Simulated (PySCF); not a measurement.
# How good is the calculation?

Atom-mapped SMILES (the numbers label the heavy atoms): `[F:1][N:2]([F:3])[F:4]`.

Published values to compare with: δ 19F F1/F3/F4 147.0 ppm (measured; solution; E. Pretsch, P. Bühlmann, M. Badertscher, Structure Determination of Organic Compounds, 4th ed., Springer 2009).
σ 19F F1/F3/F4 49.9 ppm (measured; gas, 300 K; M. E. Harding, PhD thesis, Mainz 2008 (Harding, Lenhart, Auer, Gauss, JCP 2008, 128, 244111)).
σ 19F F1/F3/F4 57.3 ppm (CCSD(T)/13s9p4d3f + vibration and temperature (MP2); gas, 300 K; M. E. Harding, PhD thesis, Mainz 2008 (Harding, Lenhart, Auer, Gauss, JCP 2008, 128, 244111)).
σ 19F F1/F3/F4 76.3 ppm (CCSD(T)/13s9p4d3f; gas (isolated, no vibration); M. E. Harding, PhD thesis, Mainz 2008 (Harding, Lenhart, Auer, Gauss, JCP 2008, 128, 244111)).

PySCF 2.14.0 with density-fitted response routines calculation with geometry: PBE0-D3(BJ)/def2-TZVP and σ from GIAO-B97-2/pcSseg-2; in vacuum, relativity neglected, averaged over atoms made equivalent by symmetry, fast rotation or ring inversion, single conformer.

(1) Set the calculated values beside the experiment.

(2) How far are the unscaled 19F shieldings from the references?

Answers

(1) 
Reference values: measured (solution; E. Pretsch, P. Bühlmann, M. Badertscher, Structure Determination of Organic Compounds, 4th ed., Springer 2009).
| atoms | quantity | reference | computed |
| --- | --- | --- | --- |
| F1/F3/F4 | δ 19F vs CFCl3 | 147.0 | 120.1 |

Reference values: measured (gas, 300 K; M. E. Harding, PhD thesis, Mainz 2008 (Harding, Lenhart, Auer, Gauss, JCP 2008, 128, 244111)).
| atoms | quantity | reference | computed |
| --- | --- | --- | --- |
| F1/F3/F4 | σ 19F | 49.9 | 55.9 |

Reference values: CCSD(T)/13s9p4d3f + vibration and temperature (MP2) (gas, 300 K; M. E. Harding, PhD thesis, Mainz 2008 (Harding, Lenhart, Auer, Gauss, JCP 2008, 128, 244111)).
```csv
atoms,quantity,reference,computed
F1/F3/F4,σ 19F,57.3,55.9
```

Reference values: CCSD(T)/13s9p4d3f (gas (isolated, no vibration); M. E. Harding, PhD thesis, Mainz 2008 (Harding, Lenhart, Auer, Gauss, JCP 2008, 128, 244111)).
```csv
atoms,quantity,reference,computed
F1/F3/F4,σ 19F,76.3,55.9
```

Absolute shieldings are compared as such; zero-point and thermal motion, absent here, lowers them by some tenths of a ppm for H, a few ppm for C and up to about 10 ppm for F.

Computed shifts are σ(ref) − σ with the named reference compound (TMS for H and C) calculated as an isolated molecule at the same level. The measured values may be among those fitted. Shieldings were converted by a linear fit to measured shifts: 19F (scatter 4.8 ppm rms, 5.6 ppm with the 3 outliers that the fit left out vs CFCl3, solution or neat liquid, with a term for F on sp3 carbon); F not on carbon is unscaled, vs computed CFCl3. Occasional misses reach two or three times the rms, and more in compound classes unlike the fitted ones.

(2) Mean signed difference -5.27 ppm, mean absolute 9.27 ppm over 3 comparisons; the largest is -20.4 ppm at F1/F3/F4 (fluorine bonded to N).

4 of the 6 published NMR values on file for this molecule are compared. The rest: other calculations.
